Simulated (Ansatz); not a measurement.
Input for Ansatz (development build ahead of 0.2.0):

```yaml
crystal:
  periodic: [false, false, false]
  atoms:
    - { symbol: C, position_ang: [-0.11833, -0.08268, -0.50704] }
    - { symbol: C, position_ang: [-0.0856, -0.05476, 0.87995] }
    - { symbol: H, position_ang: [-0.09922, -0.99069, -0.94331] }
    - { symbol: H, position_ang: [-0.00279, 0.91703, -1.07295] }
basis:
  gaussian: { orbitals: cc-pVDZ }
hamiltonian:
  xc: hf
correlation:
  method: mp2
  frozen_orbitals: { C: 1, H: 0 }
```

The input is written out in the form of the current development build from the run's settings.

Results

```json
{
 "Converged": "yes",
 "Reference energy": "-76.75538 hartree",
 "Correlation energy": "-0.23464 hartree",
 "Total energy": "-76.99002 hartree",
 "Spin squared of the determinant": "0.000"
}
```
